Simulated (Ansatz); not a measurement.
# H3Si: composite energy at a relaxed geometry, by script

Wanted for H3Si: a composite energy at a relaxed geometry. SMILES: [SiH3].

All numbers are computed with Ansatz 0.2.0, driven from Python. The levels of theory stand in the script.

## Step 1: The structure

Bond lengths: Si1–H2 1.449 Å, Si1–H3 1.449 Å, Si1–H4 1.448 Å. Angles: H2–Si1–H3 115.4°, H2–Si1–H4 115.4°, H3–Si1–H4 115.3°.

No structure file is read: the coordinates are typed or built in the script.

## Step 2: Script

composite_h3si.py reads:

```python
import itertools

import ansatz
from ase.data import atomic_numbers, covalent_radii
import numpy as np

BASIS = "def2-SVP"
XC = "B3LYP"
VDW = "d3bj"

GEOMETRY = """
Si    0.20656   -0.01890   -0.11509
H     0.58711    0.66178    1.10564
H    -0.19496   -1.40159    0.04339
H    -0.59871    0.75871   -1.03394
"""

mol = ansatz.Crystal.molecule()
for line in GEOMETRY.strip().splitlines():
    symbol, *xyz = line.split()
    mol = mol.atom(symbol, [float(v) for v in xyz])

job = mol.calculation().basis(gaussian=BASIS).functional(XC, dispersion=VDW).spin("collinear", total=1)
symbols = [site.symbol for site in mol.cartesian_sites]
start = np.array([site.position_ang for site in mol.cartesian_sites], dtype=float)
rep = job.relax(force_tolerance=0.01).run(threads=1).report
end = np.array(rep["positions_ang"])
radius = [covalent_radii[atomic_numbers[s]] for s in symbols]
span = lambda where, i, j: np.linalg.norm(where[i] - where[j])
bonded = [(i, j) for i, j in itertools.combinations(range(len(symbols)), 2) if min(span(start, i, j), span(end, i, j)) < 1.2 * (radius[i] + radius[j])]
print("pair        before    after (A)")
for i, j in bonded:
    print(f"{symbols[i]}{i}-{symbols[j]}{j}".ljust(10), f"{span(start, i, j):8.4f} {span(end, i, j):8.4f}")
for first, second in list(itertools.combinations(bonded, 2)):
    shared = set(first) & set(second)
    if shared and symbols[(j := shared.pop())] != "H":
        i, k = sorted((set(first) | set(second)) - {j})
        u, v = end[i] - end[j], end[k] - end[j]
        angle = np.degrees(np.arccos(np.clip(u @ v / np.linalg.norm(u) / np.linalg.norm(v), -1, 1)))
        print(f"final angle {symbols[i]}{i}-{symbols[j]}{j}-{symbols[k]}{k}: {angle:.2f} deg")

minimum = ansatz.Crystal.molecule()
for symbol, place in zip(symbols, end):
    minimum = minimum.atom(symbol, place.tolist())
at_minimum = minimum.calculation().spin("collinear", total=1)
level = lambda method, basis: at_minimum.basis(gaussian=basis).correlation(method).run(threads=1).report
small, large, cluster = level("mp2", "cc-pVDZ"), level("mp2", "cc-pVTZ"), level("ccsd_t", "cc-pVDZ")
corr = lambda each: (each["free_energy_ev"] - each["reference_energy_ev"]) / 27.211386246
mp2_limit = (27 * corr(large) - 8 * corr(small)) / 19
pieces = {"HF / cc-pVTZ": large["reference_energy_ev"] / 27.211386246, "MP2 correlation, DZ-TZ limit": mp2_limit, "CCSD(T) - MP2 / cc-pVDZ": corr(cluster) - corr(small)}
for name, value in pieces.items():
    print(f"{name:32s} {value:14.6f} Ha")
print(f"{'sum':32s} {sum(pieces.values()):14.6f} Ha")
print("T1 diagnostic", round(cluster["correlation"]["coupled_cluster"]["t1_diagnostic"], 4))
```

## Step 3: The input behind the calls

The engine receives this input (first run):

```yaml
crystal:
  periodic: [false, false, false]
  atoms:
    - { symbol: Si, position_ang: [0.20656, -0.0189, -0.11509] }
    - { symbol: H, position_ang: [0.58711, 0.66178, 1.10564] }
    - { symbol: H, position_ang: [-0.19496, -1.40159, 0.04339] }
    - { symbol: H, position_ang: [-0.59871, 0.75871, -1.03394] }
basis:
  gaussian:
    orbitals: def2-SVP
hamiltonian:
  xc: b3lyp
  dispersion: d3bj
magnetization:
  spin_polarized: true
  initial_magnetization: 1.0
relax:
  f_tol: 0.01
```

## Step 4: Launch

Run with:

```
python composite_h3si.py
```

Without the output at hand: what should come out? Wanted: T1 diagnostic; composite energy.

**Answer**, as computed:

| quantity | value |
| --- | --- |
| T1 diagnostic | 0.0121 |
| composite energy | -290.794846 Ha |
| runs compared | 3 |

All 3 runs converged (10 to 17 cycles). A T1 diagnostic under about 0.02 supports a single-reference treatment, as here. Run 0: After 3 moves the largest shift is 0.107 Å, of atom 1 (Si). The sum leaves out core correlation, relativity, the Hartree-Fock basis error and zero-point energy; a DZ-TZ extrapolation is rough. The species is open-shell (spin multiplicity 2). b3lyp holds the VWN-RPA fit, as in Gaussian; the form of ORCA and Turbomole is b3lyp5. Inner cores stay frozen, so this is valence correlation. For Al to Cl the sets with a tight d function, cc-pV(X+d)Z, are usual.
